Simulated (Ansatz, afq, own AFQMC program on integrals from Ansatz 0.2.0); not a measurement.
**GeHO, doublet: AFQMC among the cluster methods**

```xyz
3

Ge    0.0000    0.0134    0.3432
O     0.0000   -0.1072   -1.4387
H     0.0000    0.7369   -1.8995
```

Connectivity, by distances: Ge–OH.

Basis cc-pVDZ. Noble-gas cores (and the filled d shells of Ga–Kr and In–Xe) are frozen. Ansatz 0.2.0 and our own AFQMC program on the same integrals; the CISD trial comes from CCSD amplitudes, and released means the phaseless constraint is let go. Free projection: walkers drawn from exp(T), propagated without any constraint. Its projection time is finite, and what remains of the start isn't in its error. ± is one standard error of the sampling. No spin–orbit coupling.

Determinant: UHF, the one that the program's search chose, which needn't be the lowest solution. The geometry is a point of a scan.

No full CI on the walks' own integrals is used here; CCSDT(Q) serves as the reference and is uncertain by about the last step of the cluster series.

Cautions: no relativity below Rb; no spin-orbit coupling; inner d shell frozen.

The T1 diagnostic is 0.0229. The weight of the determinant in the CISD state is 0.890. The ⟨S²⟩ of the determinant is 0.764. The size of the correlated space is 11 electrons in 31 orbitals.

```csv
level,correlation energy (eV)
MP2,-6.8310
CCSD,-7.2728
CCSD(T),-7.4644
```

(1) Estimate where phaseless AFQMC with a CISD trial lies against CCSD(T) on the same integrals.

(1) 43.1 ± 23.1 meV below CCSD(T). The gap is under twice the noise, so this walk alone can't tell the two apart.

Reference: CCSDT(Q), correlation energy -7.506 eV. The released energy is read at 2.40 1/Eh (meV from the phaseless value at times in 1/Eh: -12 ± 17 at 0.24, -1 ± 16 at 0.51, -2 ± 15 at 0.99, -8 ± 17 at 1.62, 42 ± 21 at 2.40).

| level | E − E(reference) (meV) | share of correlation (%) |
| --- | --- | --- |
| CCSD(T) | 41.3 | 99.45 |
| CCSDT | 25.3 | 99.66 |
| ph-AFQMC/HF | 120.3 ± 95.8 | 98.40 |
| ph-AFQMC/CISD | -1.8 ± 23.1 | 100.02 |
| released AFQMC | 40.5 ± 21.4 | 99.46 |
| free AFQMC | -9.3 ± 18.9 | 100.12 |

Free projections are given only where their last times agree within the noise and don't stop above the reference; a slow remainder of the start can still hide under it. A walk keeps the symmetry of its determinant, which the program's search chose and which needn't be the lowest solution, so a lower state of the same spin and another symmetry isn't excluded. Released energies are given only where the last usable release times agree within the noise; a slower fall can still hide under it.
